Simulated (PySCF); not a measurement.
**Aluminium: a sound run and one with changed settings**

Sound run: Al [Ne] 3s2 3p1, Al⁺ [Ne] 3s2. All numbers are calculated (PySCF 2.14, the non-relativistic Hamiltonian (point nucleus), in aug-cc-pV(D+d)Z (5s4p3d, 32 functions)). In the sound run the correlated levels freeze [Ne]. The sound run starts from symmetry-adapted Hartree-Fock orbitals and uses a fine grid where one is needed.

Changed run: the spin-free X2C one-electron Hamiltonian (Gaussian nucleus). This setting is unsound on purpose.

```
species   method  sound run (hartree)  changed run (hartree)  converged
     Al      UHF           -241.87429             -242.26931        yes
     Al     BP86           -242.37968             -242.77438        yes
     Al   M06-2X           -242.33920             -242.73412        yes
     Al      MP2           -241.90564             -242.30068        yes
     Al  CCSD(T)           -241.92340             -242.31839        yes
    Al⁺      UHF           -241.66853             -242.06378        yes
    Al⁺     BP86           -242.15321             -242.54817        yes
    Al⁺   M06-2X           -242.12741             -242.52259        yes
    Al⁺      MP2           -241.69405             -242.08930        yes
    Al⁺  CCSD(T)           -241.70732             -242.10253        yes
```

Ionisation energy of Al:

| method | sound run (eV) | changed run (eV) |
| --- | --- | --- |
| UHF | 5.599 | 5.593 |
| BP86 | 6.163 | 6.155 |
| M06-2X | 5.763 | 5.756 |
| MP2 | 5.758 | 5.752 |
| SCS-MP2 | 5.737 | 5.731 |
| CCSD | 5.857 | 5.852 |
| CCSD(T) | 5.880 | 5.874 |

Most of the change in total energy is the relativistic energy itself. On top of that the contraction fixes the core shape for the Hamiltonian it was made with, so the changed run is not a good calculation with the other Hamiltonian either.

For comparison, NIST gives 5.986 eV between the lowest levels.
